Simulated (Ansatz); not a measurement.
hydrogen sulfide (SMILES S) moved off its minimum; all values from Ansatz (a quantum-chemistry and plane-wave program), cores frozen in correlated methods.
(charge 0, multiplicity 1)
```xyz
3

S      0.1583     0.2093     0.0340
H     -0.8961    -0.9364    -0.0983
H      1.0444    -0.7557     0.0305
```

Question: Give the forces (eV/Å), the total energy and the dipole at CCSD(T)/aug-cc-pV(T+d)Z.

Answer: 
```csv
atom,Fx,Fy,Fz
S1,-2.888,-2.175,-0.305
H2,2.031,2.619,0.279
H3,0.856,-0.443,0.026
```
Energy -398.9255 hartree, dipole 0.94 D.
